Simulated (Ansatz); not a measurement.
BH3F− (SMILES [H][B-]([H])([H])F): methods side by side

The species is BH3F− (5 atoms), meant as a singlet with charge -1. As SMILES, `[H][B-]([H])([H])F`. The coordinates come from a GFN2-xTB relaxation.

```xyz
5

B    -0.0003    0.0004   -0.0571
F     0.0125   -0.0209    1.3892
H     1.1601    0.0117   -0.4543
H    -0.5906    1.0127   -0.4241
H    -0.5817   -1.0038   -0.4537
```

Each level gives the energy change with the B1–H5 bond stretched from 1.226 to 2.452 Å (eV). The values are calculated.

```tsv
level	kind	program	value (eV)	less FCI/STO-3G
PBE/STO-3G (restricted)	GGA	Ansatz	3.91	-0.65
r2SCAN/STO-3G (restricted)	meta-GGA	Ansatz	4.24	-0.32
r2SCAN0/STO-3G (restricted)	hybrid meta-GGA	Ansatz	4.79	+0.23
wB97X/STO-3G (restricted)	range-separated hybrid	Ansatz	4.83	+0.27
B2PLYP/STO-3G (restricted)	double hybrid	Ansatz	4.62	+0.06
RPA@PBE/STO-3G (restricted)	RPA	Ansatz	4.08	-0.48
MP2/STO-3G (restricted)	perturbation theory	Ansatz	5.05	+0.49
CCSD/STO-3G (restricted)	coupled cluster or CI	Ansatz	4.64	+0.08
FCI/STO-3G	exact in the basis	Ansatz	4.56	0.00
```

FCI/STO-3G is exact within its basis and frozen core, so for wave-function methods in that basis the difference is their error; functionals converge differently with the basis, so for them it is only a difference. Sets without diffuse functions describe the anion poorly. The first shape isn't each level's own minimum. The values span 3.91 to 5.05 eV. All rows use very small basis sets, so none should be taken for the real molecule's value.
